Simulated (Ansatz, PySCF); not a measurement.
Breaking a bond: LiF, singlet.

Methods: FCI = full CI/cc-pVDZ, frozen core (Ansatz, an electronic-structure program); UCCSDT(Q) = CCSDT(Q) on UHF/cc-pVDZ, frozen core in Ansatz; UCCSD(T) = Ansatz with CCSD(T) on UHF/cc-pVDZ, frozen core; UKS-M06-2X/6-31G* = unrestricted M06-2X/6-31G*, spherical d (PySCF).

Energies are in kJ/mol, each relative to the lowest point of its own curve near equilibrium.

```tsv
R / Å	FCI	UCCSDT(Q)	UCCSD(T)	UKS-M06-2X/6-31G*
1.25	195.6	195.7	195.4	163.9
1.33	97.0	97.1	96.9	74.7
1.39	51.1	51.2	51.0	35.0
1.50	8.6	8.6	8.5	2.8
1.55	1.6	1.6	1.6	0.0
1.56	0.9	0.9	0.9	0.1
1.59	0.0	0.0	0.0	1.4
1.67	4.5	4.5	4.6	11.3
1.74	14.6	14.5	14.6	25.2
1.80	26.2	26.1	26.3	39.6
1.94	59.8	59.6	60.0	77.8
2.11	106.3	106.0	106.6	127.5
2.34	171.0	170.6	171.4	194.5
2.60	241.3	240.6	241.8	265.4
2.79	289.2	288.2	289.7	312.7
3.17	373.7	—	—	393.4
3.45	424.6	—	—	439.2
3.85	476.1	—	—	477.6
4.23	500.2	—	—	499.0
4.69	510.1	—	—	515.4
5.40	513.8	—	—	530.5
```

At the longest distance, 5.40 Å, UKS-M06-2X/6-31G* lies highest above its minimum (530.5 kJ/mol) and FCI lowest (513.8 kJ/mol).

A dash means that the run gave no value there, or that the column was ended at a point which the program doubted or which failed a test of continuity chosen for this set; such a test can also cut sound points.

The scan ran from 1.25 to 6.25 Å; beyond the distances shown full CI changes its symmetry label. The unrestricted determinant behind UCCSDT(Q), UCCSD(T) is spin-contaminated at 3.17 to 5.40 Å (<S²> up to 1.0, against 0.00 for a pure singlet). The unrestricted determinant behind UKS-M06-2X/6-31G* is spin-contaminated at 3.45 to 5.40 Å (<S²> up to 0.7, against 0.00 for a pure singlet).
